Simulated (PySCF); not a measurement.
Molecule: chlorofluoromethane (SMILES ClCF).

Cartesian coordinates in Å; atom numbers follow the order of the lines, from 1:
```xyz
5

F    -0.7642    1.0997   -0.1253
C    -0.1100   -0.0737    0.0083
Cl    1.6443    0.1979   -0.0629
H    -0.3617   -0.4971    0.9844
H    -0.3998   -0.7239   -0.8217
```

Frames of a GFN2-xTB Langevin trajectory at 400 K; GIAO PBE0/pcSseg-1 shieldings in PySCF 2.14, gas phase, non-relativistic; equivalent atoms averaged within each frame.

Referencing at the same level of theory: CFCl3 for $^{19}$F (σ = 170.95 ppm); $^{13}$C (σ = 186.93 ppm) and $^{1}$H (σ = 31.72 ppm) against TMS; $^{35}$Cl (σ = 949.78 ppm) against HCl. The references are static minima.

Q: How do the shifts (ppm) fluctuate along the trajectory?

A: 
```
         time (fs)      F1     C2  Cl3  H4/H5
optimised geometry  -186.5   98.8  193   6.26
               250  -185.7  100.6  189   6.22
               425  -155.1  108.4  250   6.28
               625  -175.2  105.4  254   6.48
               800  -184.6   97.4  183   6.48
              1000  -188.5   96.2  202   6.26
    mean of frames  -177.8  101.6  216   6.34
standard deviation    13.7    5.2   34   0.13
```

5 frames give an uncertainty of the mean of about the standard deviation over 2.2 at best, since frames this close in time may not be independent; classical motion lacks zero-point vibration, and the reference would need the same averaging.
